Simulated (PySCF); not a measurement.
One entry of a table of gas-phase calculations, keyed by method. Lists by class give the value and the number of equivalent atoms.

```json
{
 "name": "quinoxaline",
 "formula": "C8H6N2",
 "smiles": "c1ccc2nccnc2c1",
 "inchi": "InChI=1S/C8H6N2/c1-2-4-8-7(3-1)9-5-6-10-8/h1-6H",
 "charge": 0,
 "multiplicity": 1,
 "geometry_level": "PBE0-D3(BJ)/def2-SVP",
 "electronic_structure_code": "PySCF",
 "results": {
  "PBE0-D3(BJ)/def2-SVP geometry optimisation, gas phase": {
   "point_group": "C2v",
   "rotational_constants_GHz": [3.184, 1.313, 0.929]
  },
  "B3LYP/def2-SVPD ground state, ΔSCF and vertical TDDFT (core frozen in the response)": {
   "dipole_D": 0.57,
   "homo_eV": -7.03,
   "lumo_eV": -2.33,
   "S1_eV": 3.46,
   "strongest_line_of_10_singlets_eV": 5.77,
   "T1_tda_eV": 2.95,
   "polarisability_au": 107.9,
   "vertical_ip_eV": 8.97,
   "vertical_ea_eV": 0.5,
   "r2_bohr2_about_centre_of_nuclear_charge": 1210.4,
   "singlets_eV_and_f": [
    [3.46, 0.002],
    [4.15, 0.024],
    [4.45, 0.071],
    [4.68, 0.0],
    [5.1, 0.0],
    [5.66, 0.003],
    [5.77, 0.623],
    [5.95, 0.017],
    [6.4, 0.0],
    [6.51, 0.279]
   ],
   "triplets_tda_eV": [2.95, 3.08, 3.62, 4.37]
  },
  "PBE0/pcSseg-1 ground state and GIAO shieldings, non-relativistic": {
   "shift_vs_computed_TMS_C_by_class_ppm": [
    [149.4, 2],
    [146.8, 2],
    [137.6, 2],
    [135.4, 2]
   ],
   "shift_vs_computed_TMS_H_by_class_ppm": [
    [8.85, 2],
    [8.46, 2],
    [8.0, 2]
   ],
   "shielding_other_nuclei_by_class_ppm": [
    ["N", -110.7, 2]
   ]
  },
  "B3LYP/pcJ-1 indirect spin-spin coupling, non-relativistic, gas phase; spin–dipole term left out": {
   "largest_one_bond_couplings_by_class_Hz": [
    ["13C–1H", 189.0, 2],
    ["13C–1H", 173.1, 2],
    ["13C–1H", 168.1, 2]
   ]
  }
 }
}
```

The rotational constants make it an asymmetric top with κ = (2B − A − C)/(A − C) = -0.66, nearer the prolate limit (−1). The dipole equals about 1.9 × 10⁻³⁰ C·m (1 D = 3.33564 × 10⁻³⁰ C·m). With B = h/(8π²I), that is 505.379 GHz u Å² over I, the principal moments of inertia are 158.7, 385.1 and 543.8 u Å² (most abundant isotopes). The 10 singlets span 3.46 to 6.51 eV, and their oscillator strengths add up to 1.02. No computed singlet falls in the visible range (750 to 380 nm, 1.65 to 3.26 eV); S1 lies 0.20 eV above its blue end.

